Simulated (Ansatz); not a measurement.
# How far each method lies from full CI for NH, singlet

Geometry: that of the NH, triplet, kept fixed. The triplet lies 1.7 eV lower here.

```json
{"atom": "N", "x (Å)": "0.0000", "y (Å)": "0.0000", "z (Å)": "0.0000"}
{"atom": "H", "x (Å)": "0.0000", "y (Å)": "0.0000", "z (Å)": "1.0397"}
```

Basis aug-cc-pVDZ; Ansatz 0.2.0. Correlated methods freeze the noble-gas cores, which leaves 6 electrons in 31 orbitals. Prefix R: restricted or restricted open-shell reference; prefix U: unrestricted. Active spaces: valence = (6e, 5o) chosen from the atoms' valence shells.

Full CI is exact within this basis and frozen core; it isn't the basis-set limit. The frozen core follows each run's orbitals, which can shift R against U totals by a few meV.

The determinant fills πx and πy unequally, so it is a mixture of Σ and Δ, which weighs on every level built on one determinant.

The determinant has the irrep A1, whose lowest full-CI state lies within 3 meV of the A2 state that serves as the reference; occupations given are those of the former.

* UHF ⟨S²⟩: 1.011
* T1 diagnostic (RCCSD): 0.0093
* largest doubles amplitude (RCCSD): 0.273

| level | E − E(full CI) (kJ/mol) | share of correlation (%) | wall time |
| --- | --- | --- | --- |
| RHF | 463.1 | 0.00 | – |
| UHF† | 268.1 | – | – |
| RMP2 | 125.5 | 72.90 | – |
| UMP2† | -22.0 | – | – |
| CISD | 65.0 | 85.97 | 0.6 s |
| RCCSD | 43.7 | 90.55 | – |
| UCCSD*† | -104.6 | – | – |
| RCCSD(T) | 24.3 | 94.75 | 0.42 s |
| UCCSD(T)*† | -129.7 | – | 1.3 s |
| BCCD(T) | 24.4 | 94.74 | 0.36 s |
| RCCSDT* | 2.1 | 99.56 | – |
| UCCSDT*† | -164.9 | – | – |
| RCCSDT(Q)* | -0.8 | 100.17 | 1.1 s |
| UCCSDT(Q)*† | -169.5 | – | 4.2 s |
| RCCSDTQ* | 0.1 | 99.99 | 20 s |
| CASSCF (valence space) | 324.7 | 29.89 | – |
| NEVPT2 (valence space) | 64.9 | 85.98 | 0.24 s |
| MRCISD (valence space) | 13.1 | 97.18 | – |
| MRCISD+Q (valence space) | -0.7 | 100.15 | 0.57 s |

An asterisk marks runs whose energy the program itself flagged as in doubt. A dagger marks rows that describe another state than the reference (another or a broken symmetry, a higher spin or other natural occupations), so the difference holds a gap between states beside the method's error.

The correlation energy at full CI, counted from RHF, is -4.800 eV. That run took 26 s on 1 thread of Arm Neoverse V2, shared host over 5,037,396 determinants.

Times hold each run's SCF and search for its determinant on a shared host, so for small cases they say little of a method's own cost; they ran on 1 thread of Arm Neoverse V2. Some runs computed forces too.

Not variational, and here over 5 meV under the exact energy: RCCSDT(Q), MRCISD+Q (valence space).

Unrestricted levels hold only the spin's projection, and here they fall towards a lower state of higher spin.

The full-CI state has the irrep A2 of C2v, in the program's axes (one component, if the state is degenerate).

Natural occupations of full CI about the gap: 1.970 1.953 0.990 0.987 0.030 0.011 0.011 0.010 0.010 0.006; effectively unpaired electrons, Σ n²(2−n)², 2.02. No single determinant describes this state well, so single-reference rows can miss without a flag.
